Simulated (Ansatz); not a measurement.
# B2H4N: the cost of one run

Computed with Ansatz 0.2.0, driven from Python. The levels of theory stand in the script.

## 1. The structure

Bond lengths: B1–N2 1.473 Å, N2–B3 1.494 Å, B1–H4 1.154 Å, B1–H5 1.220 Å, B3–H6 1.204 Å, B3–H7 1.220 Å. Angles: B1–N2–B3 106.7°, N2–B1–H4 121.1°, N2–B1–H5 121.0°, H4–B1–H5 111.0°, N2–B3–H6 121.0°, N2–B3–H7 121.3°, H6–B3–H7 114.1°.

The script holds or builds the structure itself.

## 2. The code

File basis_b2h4n.py:

```python
# -*- coding: utf-8 -*-
'''Basis-set convergence for B2H4N.'''

import warnings

import ansatz as az

warnings.simplefilter('ignore', az.DeckWarning)

system = (
    az.Crystal.molecule()
    .atom('B', (-0.8622, 0.0442, -0.7344))
    .atom('N', (-0.4247, -0.7955, 0.3945))
    .atom('B', (0.9293, -0.3054, 0.7936))
    .atom('H', (-1.6256, -0.3466, -1.5065))
    .atom('H', (-0.9364, 1.2568, -0.6227))
    .atom('H', (1.057, 0.6752, 1.4803))
    .atom('H', (1.9239, -0.5966, 0.1495))
)

calc = system.calculation().functional('B3LYP', dispersion='d4').spin('collinear', total=1)

energies = {}
for basis in ['STO-3G', '6-31G', '6-31G*', 'def2-SVP', 'def2-SVPD', 'def2-TZVP', 'def2-TZVPP']:
    rep = calc.basis(gaussian=basis).run().report
    size = rep['n_frozen'] + rep['n_occupied'][0] + rep['n_virtual'][0]
    energies[basis] = (rep['reference_energy_ev'] / 27.211386246, rep['free_energy_ev'] / 27.211386246)
    print(f'{basis:14s} {size:4d} orbitals  reference {energies[basis][0]:14.6f} Ha  total {energies[basis][1]:14.6f} Ha')

last = energies['def2-TZVPP'][1]
for basis, (_, total) in energies.items():
    print(f'{basis:14s} lies {27.211386 * (total - last):9.4f} eV above def2-TZVPP')
```

## 3. What the engine is handed

The package turns the script's settings into the engine's input (first run):

```yaml
crystal:
  periodic: [false, false, false]
  atoms:
    - { symbol: B, position_ang: [-0.8622, 0.0442, -0.7344] }
    - { symbol: "N", position_ang: [-0.4247, -0.7955, 0.3945] }
    - { symbol: B, position_ang: [0.9293, -0.3054, 0.7936] }
    - { symbol: H, position_ang: [-1.6256, -0.3466, -1.5065] }
    - { symbol: H, position_ang: [-0.9364, 1.2568, -0.6227] }
    - { symbol: H, position_ang: [1.057, 0.6752, 1.4803] }
    - { symbol: H, position_ang: [1.9239, -0.5966, 0.1495] }
basis:
  gaussian:
    orbitals: STO-3G
hamiltonian:
  xc: b3lyp
  dispersion: d4
magnetization:
  spin_polarized: true
  initial_magnetization: 1.0
```

## 4. The run

Run with:

```bash
$ python basis_b2h4n.py
```

Q: Estimate wall time and peak memory on 1 thread of Arm Neoverse V1, shared host.

About 17 s, with a peak of 0.29 GiB.
